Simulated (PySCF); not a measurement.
## Stretching MgCl

Set-up: Mg def2-SVP, Cl def2-SVP; no relativity (PySCF 2.14). Energies in eV from Mg + Cl in their ground configurations at the same level. State: ²Σ⁺ (doublet), unpaired electrons σ ↑.

All columns are r²SCANh. A positive dipole means Mg(−)Cl(+).

| R (Å) | E (eV) | μ (D) | Mulliken charge on Mg (basis-dependent) | HOMO (eV) | LUMO (eV) | Mayer bond order | ⟨S²⟩ |
| --- | --- | --- | --- | --- | --- | --- | --- |
| 1.920 | -2.768 | -2.14 | 0.40 | -5.08 | -2.75 | 1.08 | 0.75 |
| 2.010 | -3.236 | -2.46 | 0.39 | -5.18 | -2.85 | 1.10 | 0.75 |
| 2.099 | -3.494 | -2.80 | 0.38 | -5.29 | -2.95 | 1.11 | 0.75 |
| 2.166 | -3.587 | -3.06 | 0.38 | -5.36 | -3.02 | 1.10 | 0.75 |
| 2.233 | -3.614 | -3.33 | 0.39 | -5.44 | -3.10 | 1.09 | 0.75 |
| 2.300 | -3.589 | -3.61 | 0.39 | -5.52 | -3.19 | 1.08 | 0.75 |
| 2.389 | -3.498 | -4.00 | 0.40 | -5.62 | -3.30 | 1.06 | 0.75 |
| 2.501 | -3.319 | -4.49 | 0.41 | -5.74 | -3.43 | 1.04 | 0.75 |
| 2.635 | -3.047 | -5.07 | 0.42 | -5.87 | -3.60 | 1.00 | 0.75 |
| 2.814 | -2.645 | -5.82 | 0.43 | -6.02 | -3.80 | 0.96 | 0.75 |

A fit through these points gives, at Re = 2.232 Å, μ = -3.33 D and dμ/dR = -4.14 D/Å; the reduced mass is 14.23 u.

How strong is the fundamental in the double-harmonic approximation, I = 42.26·(dμ/dR)²/μred km/mol?

I = 42.26·(-4.14)²/14.23 = 50.9 km/mol at r²SCANh.

The state is the lowest determinant that a PBE0 search found; another state may lie lower at other levels.
